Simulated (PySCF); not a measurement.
ethane (C2H6), SMILES CC. The structure is a stationary point at PBE-D3(BJ)/def2-TZVP.

All values below come from PBE-D3(BJ)/def2-TZVP in PySCF 2.14.0.

Harmonic wavenumbers (cm⁻¹): 302, 800, 800, 992, 1178, 1178, 1357, 1369, 1452, 1452, 1454, 1454, 2969, 2972, 3022, 3022, 3048, 3048. Rotational constants (GHz): 79.72, 19.89, 19.89; symmetry number 6.

Question: Work out the zero-point energy and the ideal-gas rigid-rotor harmonic-oscillator thermochemistry at 298.15 K and 1 atm.

Answer: ZPE = ½ Σ hcν = ½ × 31869 cm⁻¹ = 45.56 kcal/mol. H − E(el) = 48.36 kcal/mol. Entropy in cal/(mol K): translation 36.14, rotation 16.30, vibration 2.11, total 54.54. G − E(el) = 32.10 kcal/mol. Cp = 12.34 cal/(mol K).
